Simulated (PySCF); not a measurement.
Compound: protonated nitrous oxide, HN₂O (charge +1).
Atom-mapped SMILES: `[NH:1]=[N+:2]=[O:3]` (hydrogens: H4 on N1)
Bond orders are those of one Lewis drawing.

Computed by this run: PBE0-D3(BJ)/def2-TZVP geometry optimisation, gas phase (PySCF); density fitting, grid level 2; the optimiser is geomeTRIC in internal coordinates, started from a GFN2-xTB structure with every atom displaced at random (about 0.01 Å).

Step 0: E = -5027.6317 eV
```
atom  x, y, z in Å  |  force x, y, z in eV/Å
N1     -0.3925    0.1763    0.4168   -3.078  -0.014  -1.190
N2      0.6200    0.1661    0.8188   -1.015   0.035  -0.443
O3      1.6359    0.1391    1.2157    4.784  -0.088   1.906
H4     -1.3210    0.2296    0.0431   -0.691   0.067  -0.273
```

Step 1: E = -5027.7822 eV
```
atom  x, y, z in Å  |  force x, y, z in eV/Å
N1     -0.4137    0.1507    0.4150    0.530  -0.112   0.240
N2      0.6280    0.1640    0.8204   -0.273   0.026  -0.142
O3      1.6831    0.1472    1.2334   -0.337   0.019  -0.120
H4     -1.3550    0.2491    0.0257    0.080   0.067   0.021
```

Problem. Estimate the geometry and energy of step 2. (The exact step hangs on the optimiser's Hessian estimate; all steps are aligned on step 1, rigid shifts and turns removed.)

Solution. E = -5027.7856 eV, largest force 0.178 eV/Å
```
atom  x, y, z in Å  |  force x, y, z in eV/Å
N1     -0.4129    0.1435    0.4173    0.072  -0.150   0.064
N2      0.6262    0.1611    0.8191    0.024   0.088  -0.016
O3      1.6794    0.1515    1.2317   -0.121  -0.010  -0.042
H4     -1.3503    0.2550    0.0263    0.025   0.072  -0.006
```

The energy changes by -0.0034 eV. The first-order estimate −F·Δx gives -0.0047 eV and the mean of the old and new forces, exact on a quadratic surface, -0.0033 eV. The step makes an angle of 61° with the force vector and moves no atom by more than 0.008 Å.

The cost below is that of the whole optimisation. Hardware: an Arm Neoverse N1 with one thread, no GPU, on a shared host. Cost: 38 s wall, 0.39 GiB resident at most.
